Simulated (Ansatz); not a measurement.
Species: CH$_{3}$O, SMILES `C[O]` (charge 0, multiplicity 2), formula CH₃O.

### Question
How many basis functions does frozen-core CCSD(T)/cc-pVTZ // PBE-D3(BJ)/def2-TZVP (Ansatz, an electronic-structure program) use, how many core orbitals are frozen, and how many electrons are correlated?

### Answer
102 basis functions and 2 frozen orbitals, which leaves 13 correlated electrons. Core time is of the order of minutes.
